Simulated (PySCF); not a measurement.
Species: CH3CH2CF2CH3, C4H8F2.
Atom-mapped SMILES: `[CH3:1][CH2:2][C:3]([CH3:4])([F:5])[F:6]` (hydrogens: H7, H8, H9 on C1; H10, H11 on C2; H12, H13, H14 on C4)

The geometry is computed with GFN2-xTB (gas phase).

Question: Give the optimised bond lengths and angles.

Answer: 
```
                  bond  length (pm)   order
                 C1–C2        152.3  single
                 C2–C3        152.6  single
                 C3–C4        151.8  single
          C3–F5, C3–F6        137.1  single
   C1–H7, C1–H8, C1–H9        108.7  single
        C2–H10, C2–H11        109.2  single
C4–H12, C4–H13, C4–H14        108.6  single
```

Bonds in one row agree within 1 pm and their mean is given. Orders are formal, as drawn. A selection of angles:
```
     angle  degrees
  C2–C1–H7    109.7
  C2–C1–H8    111.2
  H7–C1–H8    108.3
  H8–C1–H9    108.9
  C1–C2–C3    112.8
 C1–C2–H10    110.9
 C1–C2–H11    109.8
 C3–C2–H10    107.8
H10–C2–H11    108.2
  C2–C3–C4    116.0
  C2–C3–F5    108.4
  C2–C3–F6    109.4
  C4–C3–F5    109.0
  F5–C3–F6    104.1
 C3–C4–H12    109.7
H12–C4–H13    110.0
```

Torsions: C1–C2–C3–C4 58° (synclinal). The mirror-image conformer, all signs reversed, is as good.

Of the pairs four or more bonds apart, C1···H12 is among the closest relative to their van der Waals radii: 2.84 Å, 98 % of the sum of Bondi's values.

Point group: C1 (no symmetry element, even within 0.4 Å). No GFN2-xTB frequencies stand behind this structure, so it isn't proved a minimum. The numbers are those of one conformer.
